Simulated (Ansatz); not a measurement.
H₃Si (charge +1), SMILES [SiH3+], a test of scalar relativity

Program: Ansatz 0.2.0 through its Python package.

The script reads `h3si.xyz`:
```text
4

Si    0.00831   -0.00063   -0.00475
H     0.68079    0.67248    1.10921
H    -0.12064   -1.45991   -0.00836
H    -0.56846    0.78806   -1.09610
```

`x2c.py`
```python
import ansatz as az
import numpy as np

geometry = az.Crystal.molecule_from_extxyz("h3si.xyz")

calculation = geometry.calculation().functional("HF").charge(1).forces()
sets = {"none": "cc-pVTZ", "scalar": "cc-pVTZ-DK"}
found = {kind: calculation.basis(gaussian=basis).pseudopotentials(relativity=kind).run().report for kind, basis in sets.items()}
for kind, each in found.items():
    dipole = 4.803205 * np.linalg.norm(each["charge_distribution"]["dipole_moment_e_ang"])
    print(f"{kind:7s} E = {each['free_energy_ev']:.4f} eV  dipole {dipole:.3f} D  largest force component {np.abs(each['forces_ev_ang']).max():.4f} eV/A")
print(f"relativity lowers the total energy by {found['none']['free_energy_ev'] - found['scalar']['free_energy_ev']:.3f} eV")
```

```console
$ python x2c.py
none    E = -7901.1464 eV  dipole 0.038 D  largest force component 0.1350 eV/A
scalar  E = -7917.5231 eV  dipole 0.038 D  largest force component 0.1479 eV/A
relativity lowers the total energy by 16.377 eV
```

Total energies depend on the basis set; only differences at equal settings carry meaning. The geometry is a force-field or estimated start, not a minimum of this method. The basis set changes with the Hamiltonian (a set recontracted for scalar relativity), and most of the change in the total lies in the cores. An ion's dipole depends on the origin; the program takes it about the centre of nuclear charge. Finished in 1.1 s on 1 thread of Arm Neoverse V1, on a shared host, peak memory 0.17 GiB.
